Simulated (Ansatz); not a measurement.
`C=CC(=O)Cl` + CH₄ → `CC(=O)Cl` + ethylene  (formal exchange of groups at a C–C bond)

Isolated molecules relaxed with PBE0-D4/def2-TZVP in Ansatz; ΔE leaves out vibrations. CCSD(T)/CBS adds triple-zeta CCSD(T) − MP2 to the extrapolated MP2 energy (def2 sets, frozen cores). This one scheme is used for every species. Functionals use def2-TZVPP. HSE06 is defined as in plane-wave codes. Each species was taken in one conformer, which may not be the lowest.

`C=CC(=O)Cl`:

```xyz
8

C    -1.257    0.079    0.286
C    -0.029   -0.423    0.243
C     1.041    0.317   -0.449
O     0.953    1.359   -1.005
Cl    2.600   -0.547   -0.379
H    -1.483    1.029   -0.184
H    -2.060   -0.446    0.789
H     0.235   -1.367    0.699
```

CH₄:

Z-matrix (Å, degrees):
```
C
H 1 1.090
H 1 1.090 2 109.5
H 1 1.090 2 109.5 3 -120.0
H 1 1.090 2 109.5 3 120.0
```

`CC(=O)Cl`:

```xyz
7

C    -0.482    0.283   -0.407
C     0.649   -0.105    0.485
O     1.494    0.589    0.923
Cl    0.622   -1.857    0.871
H    -0.431    1.351   -0.613
H    -1.427    0.029    0.075
H    -0.425   -0.290   -1.334
```

`C=C`:

Cartesian coordinates in Å:
```
C 0.220 0.398 0.480
C -0.220 -0.399 -0.480
H 0.613 1.386 0.264
H 0.206 0.097 1.522
H -0.613 -1.386 -0.264
H -0.206 -0.097 -1.522
```

```csv
level,ΔE (kcal/mol)
HSE06-D4,4.3
ωB97M-V,3.6
CCSD/def2-SVP,3.8
HF/def2-QZVPP,1.8
```

Problem. What does CCSD(T)/CBS give? (Estimate.)

Solution. The calculation gave: +3.5 kcal/mol. The listed levels differ from it by 0.8, 0.1, 0.3, -1.7 kcal/mol.

Largest T1 diagnostic among the species: 0.015.

In def2-TZVPP, CCSD(T) changes the Hartree–Fock value by +1.8 kcal/mol (the triples alone add +0.7 kcal/mol) and MP2 by +2.6 kcal/mol. At CCSD(T), def2-SVP lies +0.9 kcal/mol from the extrapolated value and def2-TZVPP +0.3 kcal/mol.
